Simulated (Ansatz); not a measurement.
Total energies of `C#CC(F)(F)F`.

```tsv
atom	x (Å)	y (Å)	z (Å)
C1	-1.7083	-0.1087	0.3317
C2	-0.5371	-0.0345	0.1038
C3	0.8946	0.0569	-0.1738
F4	1.2911	1.3294	-0.2507
F5	1.2008	-0.5340	-1.3311
F6	1.6110	-0.5339	0.7854
H7	-2.7522	-0.1751	0.5347
```

The species carries charge 0 and has multiplicity 1. The structure was optimised at the PBE0-D4/def2-TZVP level. Basis def2-TZVPP, the Gaussian-basis code of Ansatz.

RPA on PBE orbitals: Hartree–Fock energy of these orbitals -412.54044 Eh, correlation -1.79958 Eh (frozen core).

```tsv
functional	energy without D4 (Eh)	D4 term (kJ/mol)
LDA (SPW92)	-411.61399	–
PBE	-414.12964	-11.3
revPBE	-414.41930	-40.5
BLYP	-414.49698	-25.8
r2SCAN	-414.36489	-2.8
B97M-V	-414.44869	–
B3LYP	-414.55291	-18.1
r2SCANh	-414.34122	-2.9
r2SCAN0	-414.30721	-3.2
HSE06 (plane-wave form)	-414.11194	-8.6
BHLYP	-414.37341	-12.4
LC-ωPBE	-414.30263	–
B2PLYP	-414.30131	–
PBE-QIDH	-414.07405	–
```

Question: Give the same for PBE0, CAM-B3LYP, ωB97X-V, ωB97M-V. (Estimate.)

Answer: Ansatz gave: 
| functional | energy without D4 (Eh) | D4 term (kJ/mol) |
| --- | --- | --- |
| PBE0 | -414.12972 | -9.4 |
| CAM-B3LYP | -414.42812 | -9.3 |
| ωB97X-V | -414.41813 | – |
| ωB97M-V | -414.44957 | – |

B3LYP takes the VWN-RPA correlation (the form of Gaussian; ORCA's B3LYP/G). HSE06 is the plane-wave form, built on full-range PBE exchange. The double hybrids freeze the cores in their second-order part.

LC-ωPBE has ω = 0.4 bohr⁻¹.
